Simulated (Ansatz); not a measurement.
Results of PBEsol (Ansatz, a quantum-chemistry and plane-wave program, PAW) for 1T (CdI2-type) SnSe₂.

Rigid layers of the crystal as relaxed at this level are moved apart or together:

```tsv
run	k mesh	layer repeat (Å)	energy against free layers (meV/Å²)	gap on the mesh (eV)
1	12×12×6	5.84	-3.43	0.121
2	12×12×6	5.99	-4.42	0.303
3	12×12×6	6.14	-4.73	0.477
4	12×12×6	6.34	-4.49	0.590
5	12×12×6	6.64	-3.49	0.617
6	12×12×6	7.14	-1.79	0.657
7	12×12×4	8.14	-0.36	0.730
8	12×12×4	10.14	0.00	0.758
```

The lowest energy of these points lies at a layer repeat of 6.14 Å.

Spin–orbit coupling is not included.

Note: the cell comes from a level without a dispersion term, which matters for the spacing of layers, chains or molecules.
